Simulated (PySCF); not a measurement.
Compound: 2,3-dichloro-1-propene, C₃H₄Cl₂.
Cartesian coordinates in Å at the PBE0-D3(BJ)/def2-SVP level; atoms count from 1:
```
atom  x, y, z in Å
C1     1.3811    0.0687   -0.0571
C2     0.0933    0.3929   -0.1089
Cl3   -0.4280    2.0538   -0.0599
C4    -1.0847   -0.5264   -0.2127
Cl5   -0.6488   -2.2469   -0.2674
H6     2.1541    0.8341    0.0183
H7     1.6661   -0.9840   -0.0911
H8    -1.7513   -0.3740    0.6491
H9    -1.6578   -0.2941   -1.1226
```

Lines to be assigned: C 1s: 290.67 (area 1), 292.56 (area 1), 292.95 (area 1) eV; Cl 1s: 2828.99 (area 1), 2829.16 (area 1) eV; Cl 2p3/2: 206.39 (area 1), 206.55 (area 1) eV.

The calculation used delta-SCF UKS SCAN, pcX-2 on the ionised atom, pcseg-1 elsewhere, spin-free X2C (PySCF). The structure is a single PBE0-D3(BJ)/def2-SVP conformer in the gas phase; no vibrational or solvent corrections.

Question: Which carbon gives which C 1s line?

Answer: 290.67 eV: C1 (terminal =CH2 carbon); 292.56 eV: C2 (vinylic C–Cl carbon); 292.95 eV: C4 (sp3 C–Cl carbon). The listed C 1s values span 2.28 eV, from C1 (bonded to C (double bond) and 2 H) to C4 (bonded to Cl, C and 2 H).

Question: Which chlorine gives which Cl 1s line?

Answer: 2828.99 eV: Cl5 (alkyl chlorine); 2829.16 eV: Cl3 (vinyl chlorine). The 2 Cl 1s values lie within 0.17 eV of each other; Gaussian lines of 0.5 eV full width would blend them into one maximum.

Question: Which chlorine gives which Cl 2p3/2 line?

Answer: 206.39 eV: Cl5 (alkyl chlorine); 206.55 eV: Cl3 (vinyl chlorine). The 2 Cl 2p3/2 values lie within 0.16 eV of each other.

Bonded neighbours of each site: C1: C (double bond) and 2 H; C2: Cl, C (double bond) and C; Cl3: C; C4: Cl, C and 2 H; Cl5: C.

Question: Which photon energy gives electrons from Cl 1s of Cl5 a kinetic energy of 200 eV, and what is their de Broglie wavelength?

Answer: hν = 2828.99 + 200 = 3028.99 eV, recoil neglected; λ = 12.264 Å/√(E/eV) = 0.87 Å.

2p3/2 and 2p1/2 are the ΔSCF energy of one spin-free 2p hole plus the eigenvalues of a spin–orbit and ligand-field matrix of the shell. 2p1/2 minus 2p3/2 (ligand field included): Cl 1.65 eV.
